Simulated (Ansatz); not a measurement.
Basis-set extrapolation for `B1BO1` (PBE0-D4/def2-TZVP geometry, frozen core, the Gaussian-basis code of Ansatz). Multiplicity 1, RHF reference.

```
                      def2-TZVPP   def2-QZVPP
                 HF  -125.448387  -125.454579
    MP2 correlation    -0.419981    -0.451155
CCSD(T) correlation    -0.455352    -0.483410
```

Energies in hartree. Use E(X) = E(∞) + A·exp(−7.88·√X) for Hartree–Fock and E(X) = E(∞) + B·X^(−2.97) for correlation, with X = 3 and 4.

Q: What is the CCSD(T) energy at the basis-set limit?

A: HF limit: -125.454579 + (-0.006192) × 0.13774 = -125.45543. Correlation limit: -0.483410 + (-0.028058) × 0.74074 = -0.50419. Total: -125.95962 hartree, 146.7 kJ/mol below CCSD(T)/def2-TZVPP.
